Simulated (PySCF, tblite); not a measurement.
# C₃H₄F₂O: protonation, part 2 of 2

tblite 0.8.0 and PySCF 2.14.0. Atoms count from 0.

## Step 10: Harmonic vibrations (C3H5F2O+): PBE0-D3(BJ)/def2-SVP

What the job is given:

```
{"job": {"xc": "PBE0", "basis": "def2-SVP", "d3": "d3bj", "grid": 2, "kind": "hessian"}, "charge": 1, "multiplicity": 1}
F      0.139997    -1.854997     0.916060
C      0.393434    -0.523097     0.932226
C     -0.651136     0.146072     0.077978
O     -0.707691    -0.361767    -1.349617
C     -0.287500     1.046059    -1.014174
F      0.966004     1.274633    -1.257782
H      1.413174    -0.329743     0.560896
H      0.305921    -0.115433     1.953949
H     -1.679770     0.174139     0.454641
H     -0.987382     1.760473    -1.463943
H      0.039033    -0.966824    -1.565846
```

What it wrote:

```text
coarse grid: 9616 points
cycle   1  E = -391.0025460108  dE =  1.261e+00  |g| = 7.633e-01  |ddm| = 3.283e+00
cycle   2  E = -390.8977841986  dE =  1.048e-01  |g| = 1.111e+00  |ddm| = 1.427e+00
cycle   3  E = -391.1120943023  dE = -2.143e-01  |g| = 9.048e-02  |ddm| = 8.603e-01
cycle   4  E = -391.1133540669  dE = -1.260e-03  |g| = 3.719e-02  |ddm| = 1.047e-01
cycle   5  E = -391.1135884048  dE = -2.343e-04  |g| = 1.568e-02  |ddm| = 3.919e-02
cycle   6  E = -391.1136299434  dE = -4.154e-05  |g| = 3.477e-03  |ddm| = 1.383e-02
cycle   7  E = -391.1136323052  dE = -2.362e-06  |g| = 5.403e-04  |ddm| = 3.319e-03
final grid: 94904 points
cycle   8  E = -391.1720443484  dE = -2.463e-05  |g| = 1.001e-02  |ddm| = 2.444e-02
cycle   9  E = -391.1720143525  dE =  3.000e-05  |g| = 1.619e-02  |ddm| = 1.862e-02
cycle  10  E = -391.1720643116  dE = -4.996e-05  |g| = 1.142e-03  |ddm| = 1.163e-02
cycle  11  E = -391.1720645760  dE = -2.645e-07  |g| = 2.941e-04  |ddm| = 1.123e-03
cycle  12  E = -391.1720645888  dE = -1.275e-08  |g| = 1.018e-04  |ddm| = 2.871e-04
cycle  13  E = -391.1720645905  dE = -1.725e-09  |g| = 1.227e-05  |ddm| = 8.798e-05
cycle  14  E = -391.1720645906  dE = -2.922e-11  |g| = 4.534e-06  |ddm| = 1.588e-05
converged SCF energy = -391.1720645906

mode    cm-1
  1     -45.6
  2     184.3
  3     275.6
  4     402.6
  5     507.8
  6     573.8
  7     668.7
  8     796.7
  9     887.3
 10     914.7
 11    1001.0
 12    1074.1
 13    1144.1
 14    1164.8
 15    1177.0
 16    1255.0
 17    1277.3
 18    1311.3
 19    1365.7
 20    1453.8
 21    1481.7
 22    1521.4
 23    3082.3
 24    3149.6
 25    3216.1
 26    3229.6
 27    3614.3
ZPE 219.971  H(298)-E 237.968  G(298)-E 141.830 kJ/mol  S 322.45 J/(mol K)
```

Run time: 6.6 min. Hardware: 1 thread of Intel Xeon at 2.50GHz, shared host; peak memory 1.6 GiB.

Zero-point energy 219.97 kJ/mol (xTB gave 205.51). The log holds an imaginary mode, so this geometry is no minimum and the value is not that of one.

## Step 11: Relaxing the molecule at PBE0-D3(BJ)/def2-SVP

This step treats C₃H₅F₂O+, `FC[C@@H]1[OH+][C@@H]1F`.

What the job is given:

```
{"job": {"xc": "PBE0", "basis": "def2-SVP", "d3": "d3bj", "grid": 1, "kind": "geom"}, "charge": 1, "multiplicity": 1}
F      0.172658    -1.839547     0.838780
C      0.359698    -0.493337     0.969855
C     -0.673765     0.176947     0.094779
O     -0.716161    -0.379315    -1.309979
C     -0.279758     1.036190    -1.022181
F      0.979563     1.239557    -1.254557
H      1.389349    -0.225394     0.665985
H      0.194895    -0.168689     2.016662
H     -1.705660     0.236021     0.459764
H     -0.964093     1.741976    -1.509885
H      0.018563    -1.017304    -1.478655
```

What it wrote:

```text
step   0  E = -391.17199655  max force = 0.005473
step   1  E = -391.13251372  max force = 0.088967
step   2  E = -391.16370273  max force = 0.043026
step   3  E = -391.17037160  max force = 0.020633
step   4  E = -391.17179696  max force = 0.008741
step   5  E = -391.17205025  max force = 0.002149
step   6  E = -391.17207688  max force = 0.000302
step   7  E = -391.17208217  max force = 0.000345
optimisation converged
```

Run time: 86 s. Hardware: 1 thread of Intel Xeon at 2.50GHz, shared host; peak memory 0.47 GiB.

The steps of the relaxation: (the energy doesn't fall at every step)

```
step  energy from step 0 (eV)  largest force component (eV/Å)
   0                   0.0000                          0.2814
   1                   1.0744                          4.5749
   2                   0.2257                          2.2125
   3                   0.0442                          1.0610
   4                   0.0054                          0.4495
   5                  -0.0015                          0.1105
   6                  -0.0022                          0.0155
   7                  -0.0023                          0.0177
```

Close pairs (by a distance rule), those that changed most:

```csv
bond,before (Å),after (Å),change (Å)
F0–C1,1.365,1.359,-0.006
C1–H7,1.108,1.102,-0.006
C1–H6,1.106,1.102,-0.004
O3–H10,0.988,0.986,-0.001
C2–C4,1.463,1.462,-0.001
C4–H9,1.097,1.097,-0.001
C2–H8,1.096,1.096,-0.001
C2–O3,1.511,1.511,-0.000
```

The next job starts from the end point, and lists it.

```
                         at the end point                value
  point group (found at 0.08 Å tolerance)                   C1
rotational constants (GHz, main isotopes)  6.988, 2.492, 2.234
```

## Step 12: Harmonic vibrations (C3H5F2O+): PBE0-D3(BJ)/def2-SVP

What the job is given:

```
{"job": {"xc": "PBE0", "basis": "def2-SVP", "d3": "d3bj", "grid": 2, "kind": "hessian"}, "charge": 1, "multiplicity": 1}
F      0.185293    -1.834896     0.827934
C      0.358754    -0.494300     0.968387
C     -0.675888     0.175379     0.094301
O     -0.716342    -0.377677    -1.311256
C     -0.279612     1.036447    -1.018999
F      0.980410     1.239456    -1.245787
H      1.383902    -0.218136     0.671270
H      0.189735    -0.179013     2.011130
H     -1.707953     0.231055     0.457814
H     -0.961134     1.743774    -1.506989
H      0.018123    -1.014962    -1.477232
```

What it wrote:

```text
coarse grid: 9616 points
cycle   1  E = -391.0035457648  dE =  1.259e+00  |g| = 7.593e-01  |ddm| = 3.285e+00
cycle   2  E = -390.9009611783  dE =  1.026e-01  |g| = 1.102e+00  |ddm| = 1.395e+00
cycle   3  E = -391.1117691823  dE = -2.108e-01  |g| = 9.047e-02  |ddm| = 8.365e-01
cycle   4  E = -391.1130451740  dE = -1.276e-03  |g| = 3.533e-02  |ddm| = 1.031e-01
cycle   5  E = -391.1132558976  dE = -2.107e-04  |g| = 1.532e-02  |ddm| = 3.788e-02
cycle   6  E = -391.1132955853  dE = -3.969e-05  |g| = 3.503e-03  |ddm| = 1.351e-02
cycle   7  E = -391.1132979728  dE = -2.387e-06  |g| = 5.376e-04  |ddm| = 3.326e-03
final grid: 94904 points
cycle   8  E = -391.1720071296  dE = -2.560e-05  |g| = 1.007e-02  |ddm| = 2.644e-02
cycle   9  E = -391.1719769521  dE =  3.018e-05  |g| = 1.626e-02  |ddm| = 1.873e-02
cycle  10  E = -391.1720273415  dE = -5.039e-05  |g| = 1.155e-03  |ddm| = 1.164e-02
cycle  11  E = -391.1720276129  dE = -2.715e-07  |g| = 2.979e-04  |ddm| = 1.141e-03
cycle  12  E = -391.1720276259  dE = -1.303e-08  |g| = 1.058e-04  |ddm| = 2.962e-04
cycle  13  E = -391.1720276278  dE = -1.873e-09  |g| = 1.285e-05  |ddm| = 9.074e-05
cycle  14  E = -391.1720276278  dE = -3.138e-11  |g| = 4.827e-06  |ddm| = 1.746e-05
converged SCF energy = -391.1720276278

mode    cm-1
  1     -65.7
  2     196.9
  3     275.3
  4     399.8
  5     526.6
  6     580.4
  7     667.3
  8     803.0
  9     883.0
 10     914.6
 11    1013.1
 12    1080.1
 13    1139.9
 14    1161.9
 15    1173.5
 16    1252.5
 17    1276.1
 18    1311.5
 19    1370.5
 20    1451.4
 21    1486.1
 22    1520.8
 23    3087.3
 24    3157.2
 25    3216.8
 26    3228.4
 27    3595.4
ZPE 220.322  H(298)-E 238.116  G(298)-E 142.560 kJ/mol  S 320.50 J/(mol K)
```

It took 6.2 min on 1 thread of Intel Xeon at 2.50GHz, shared host; peak memory 1.6 GiB.

Zero-point energy 220.32 kJ/mol (xTB gave 205.51). The log holds an imaginary mode, so this geometry is no minimum and the value is not that of one.

## Step 13: Single point (C3H5F2O+): PBE0-D3(BJ)/def2-TZVP

Geometry: PBE0-D3(BJ)/def2-SVP.

The job, as its differences from that of step 12:

```diff
@@ -1,2 +1,2 @@
-{"job": {"xc": "PBE0", "basis": "def2-SVP", "d3": "d3bj", "grid": 2, "kind": "hessian"}, "charge": 1, "multiplicity": 1}
+{"job": {"kind": "sp", "xc": "PBE0", "basis": "def2-TZVP", "d3": "d3bj", "grid": 2}, "charge": 1, "multiplicity": 1}
 F      0.185293    -1.834896     0.827934
```

What it wrote:

```text
coarse grid: 9616 points
cycle   1  E = -391.5306497796  dE =  1.293e+00  |g| = 7.575e-01  |ddm| = 2.442e+00
cycle   2  E = -391.4215369494  dE =  1.091e-01  |g| = 1.147e+00  |ddm| = 1.030e+00
cycle   3  E = -391.6306251364  dE = -2.091e-01  |g| = 9.601e-02  |ddm| = 5.941e-01
cycle   4  E = -391.6319512463  dE = -1.326e-03  |g| = 4.059e-02  |ddm| = 8.927e-02
cycle   5  E = -391.6322123945  dE = -2.611e-04  |g| = 1.733e-02  |ddm| = 2.999e-02
cycle   6  E = -391.6322576813  dE = -4.529e-05  |g| = 3.979e-03  |ddm| = 1.040e-02
cycle   7  E = -391.6322604552  dE = -2.774e-06  |g| = 7.570e-04  |ddm| = 2.838e-03
final grid: 94904 points
cycle   8  E = -391.6328873673  dE = -7.388e-05  |g| = 9.777e-03  |ddm| = 4.776e-02
cycle   9  E = -391.6328599396  dE =  2.743e-05  |g| = 1.584e-02  |ddm| = 1.264e-02
cycle  10  E = -391.6329047628  dE = -4.482e-05  |g| = 1.387e-03  |ddm| = 7.981e-03
cycle  11  E = -391.6329051129  dE = -3.501e-07  |g| = 4.005e-04  |ddm| = 1.159e-03
cycle  12  E = -391.6329051374  dE = -2.451e-08  |g| = 1.620e-04  |ddm| = 2.790e-04
cycle  13  E = -391.6329051411  dE = -3.655e-09  |g| = 2.577e-05  |ddm| = 1.027e-04
converged SCF energy = -391.6329051411
```

Run time: 27 s. Hardware: 1 thread of Intel Xeon at 2.50GHz, shared host; peak memory 0.64 GiB.

## Step 14: Protonation: PBE0-D3(BJ)/def2-TZVP

This step combines the energies above: geometries from PBE0-D3(BJ)/def2-SVP, zero-point and thermal terms from PBE0-D3(BJ)/def2-SVP.

What the job is given:

```
{"job": {"kind": "pa", "geom": {"xc": "PBE0", "basis": "def2-SVP", "d3": "d3bj", "grid": 1}, "hess": 1, "level": {"xc": "PBE0", "basis": "def2-TZVP", "d3": "d3bj"}}, "charge": 0, "multiplicity": 1}
F      1.955410     0.046688     0.965413
C      1.224201     0.000211    -0.191798
C     -0.142702    -0.544399     0.115196
O     -1.093852    -0.463523    -0.949100
C     -1.308779     0.329481     0.151445
F     -1.147006     1.649506    -0.044227
H      1.735236    -0.659196    -0.914195
H      1.145239     1.009194    -0.625119
H     -0.152042    -1.486600     0.680536
H     -2.202855     0.127057     0.754871
```

Output (the driver's rows laid out field by field):

```text
protonation site by site, PBE0-D3(BJ)/def2-TZVP // PBE0-D3(BJ)/def2-SVP

row 1
  formula                 C3H5F2O
  charge                  1
  multiplicity            1
  smiles                  FC[C@@H]1[OH+][C@@H]1F
  kept                    yes
  pieces                  1
  point_group             C1
  atom                    3
  element                 O
  faults                  imaginary_mode
  electronic              748.63
  enthalpy                722.91
  free_energy             691.5
  share_gas               1.0
```

Run time: 24 min. Hardware: 1 thread of Intel Xeon at 2.50GHz, shared host; peak memory 0.64 GiB.

Energy given off on adding a proton (kJ/mol, gas phase, 298 K for the thermal columns):

| site | product | electronic | enthalpy | free energy |
| --- | --- | --- | --- | --- |
| O3 | FC[C@@H]1[OH+][C@@H]1F | 748.6 | 722.9 | 691.5 |

The driver flags rows whose values are rough: an imaginary mode (O3).

## Step 15: Results

The summary covers parts 1 to 2.

```
                                         quantity                 value
        strongest single infrared mode (GFN2-xTB)  1055 cm⁻¹, 80 km/mol
                     zero-point energy (GFN2-xTB)         42.9 kcal/mol
                                      point group                    C1
             rotational constants (main isotopes)  6.76, 2.51, 2.09 GHz
            surface potential, 1st and 99th percentile    -0.93 V and 1.39 V
proton affinity (−ΔH), O3 (PBE0-D3(BJ)/def2-TZVP)          722.9 kJ/mol
```

No mode is imaginary among the 24: a minimum at this level. The strongest single mode, at 1055 cm⁻¹, moves mainly C1 and F0. Unscaled tight-binding wavenumbers are off by several per cent, some by more. Its intensities can rank the bands wrongly. Over 6 steps the energy fell by 0.037 eV; of the close pairs, C2–O3 changed most, 1.407 to 1.430 Å (PBE0/def2-SVP). The proton affinity (−ΔH) at O3 is 722.9 kJ/mol at PBE0-D3(BJ)/def2-TZVP; zero-point and thermal terms move it by -25.7 kJ/mol from the electronic value. The driver flags rows whose values are rough: an imaginary mode (O3).
